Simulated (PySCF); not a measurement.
Gas-phase reaction: 3 SiH2F2 ⇌ Si + 3 H2 + 2 SiF3

Energies from PySCF, thermal terms from the rigid-rotor harmonic-oscillator model, ideal gas at 1 bar. 'Table' is the NASA 1993 thermochemical table (part measured, part estimated). After a fit of one offset per element over all species, the range-separated, M06-2X, PBE0/def2-QZVP and CCSD(T)/def2-TZVPP enthalpies, where run, lie to one side of the table for SiH2F2 (+16 kJ/mol), SiF3 (+99 kJ/mol): a fault of the table's entry, another state or a shared error of the levels is possible; this was not checked at source. † marks an energy on the PBE0/def2-TZVP geometry and frequencies. Open shells (unrestricted): Si (multiplicity 3), SiF3 (multiplicity 2); the rest are closed-shell singlets. Spin-orbit splitting is ignored; it lowers the true energy and changes the entropy of Si. For this reaction the table lies outside the span of B3LYP, CCSD(T), M06-2X, MP2, PBE0, r2SCAN, ωB97M-V, ωB97X-V in their largest bases here; which side is off was not settled. The table's entry may be an old estimate for SiH2F2, SiF3 (not checked at source).

PBE/def2-TZVP† gives ΔH°(298 K) = 738.1 kJ.

**Question.** What does PBE0/def2-SVP† give, and where does the table lie?

**Answer.** PBE0/def2-SVP†: 786.9 kJ. Table: 651.7 kJ.
